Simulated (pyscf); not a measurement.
Atom transfer: `[F][CH]([F])[Cl]` + `[H]` [doublet] → `[F][CH][F]` [doublet] + `[ClH]`

Gas phase, doublet surface, charge 0. Bonds broken: C2–Cl4. Bonds formed: Cl4–H6. Structures and frequencies: ωB97X-D3(BJ)/def2-SVP in PySCF. Correlated levels are frozen-core, on RHF or UHF. ΔMP2 is the change of the MP2 total energy from the triple- to the quadruple-zeta basis.

Transition state (Å):

```xyz
6

F      0.3775     1.8279    -0.4602
C      0.7061     0.5464    -0.4986
F      1.9168     0.3712     0.0064
Cl    -0.5616    -0.4413     0.6070
H      0.6148     0.1253    -1.5118
H     -1.6001    -1.2227     1.6156
```

One imaginary mode, 1132i cm⁻¹; descent along it reached the two sides named.

| bond | change | reactant side (Å) | saddle | product side |
|---|---|---|---|---|
| C2–Cl4 | breaks | 1.766 | 1.951 | 3.8 |
| Cl4–H6 | forms | 3.7 | 1.645 | 1.285 |

Electronic energies relative to the separated reactants (kJ/mol):

```json
[
 {"level": "ωB97X-D3(BJ)/def2-TZVP", "barrier": "50.9", "reaction energy": "-72.9", "reverse barrier": "123.9"},
 {"level": "PBE/def2-TZVP", "barrier": "13.4", "reaction energy": "-70.3", "reverse barrier": "83.6"},
 {"level": "r²SCAN/def2-TZVP", "barrier": "10.8", "reaction energy": "-82.0", "reverse barrier": "92.8"},
 {"level": "B3LYP-D3(BJ)/def2-TZVP", "barrier": "19.8", "reaction energy": "-88.3", "reverse barrier": "108.1"},
 {"level": "PBE0-D3(BJ)/def2-TZVP", "barrier": "30.0", "reaction energy": "-71.2", "reverse barrier": "101.2"},
 {"level": "M06-2X/def2-TZVP", "barrier": "47.2", "reaction energy": "-70.1", "reverse barrier": "117.2"},
 {"level": "ωB97M-D3(BJ)/def2-TZVP", "barrier": "49.2", "reaction energy": "-74.3", "reverse barrier": "123.5"},
 {"level": "HF/def2-TZVP", "barrier": "93.4", "reaction energy": "-91.9", "reverse barrier": "185.2"},
 {"level": "MP2/def2-QZVPP", "barrier": "68.9", "reaction energy": "-59.7", "reverse barrier": "128.6"},
 {"level": "CCSD/def2-TZVPP", "barrier": "52.8", "reaction energy": "-88.5", "reverse barrier": "141.2"},
 {"level": "CCSD(T)/def2-TZVPP", "barrier": "48.2", "reaction energy": "-80.8", "reverse barrier": "128.9"},
 {"level": "CCSD(T)/def2-TZVPP + ΔMP2(QZVPP)", "barrier": "45.1", "reaction energy": "-79.5", "reverse barrier": "124.6"}
]
```

With CCSD(T)/def2-TZVPP + ΔMP2(QZVPP) energies and thermal terms (ideal gas, 1 atm, RRHO with modes under 100 cm⁻¹ raised to 100, one conformer, R ln 2 for rigid chiral ones), in kJ/mol:

```json
[
 {"T (K)": "298", "ΔH‡": "43.1", "ΔG‡": "70.1", "ΔH": "-72.4", "ΔG": "-86.5"},
 {"T (K)": "600", "ΔH‡": "42.0", "ΔG‡": "98.0", "ΔH": "-75.0", "ΔG": "-100.0"},
 {"T (K)": "900", "ΔH‡": "40.9", "ΔG‡": "126.2", "ΔH": "-78.7", "ΔG": "-111.7"},
 {"T (K)": "1200", "ΔH‡": "39.7", "ΔG‡": "154.8", "ΔH": "-82.4", "ΔG": "-122.2"}
]
```

One saddle was located; it need not be the lowest between these sides. The angle at the transferred Cl is 177°. The CCSD(T) − MP2 part came from Ansatz, without density fitting, on the same reference.
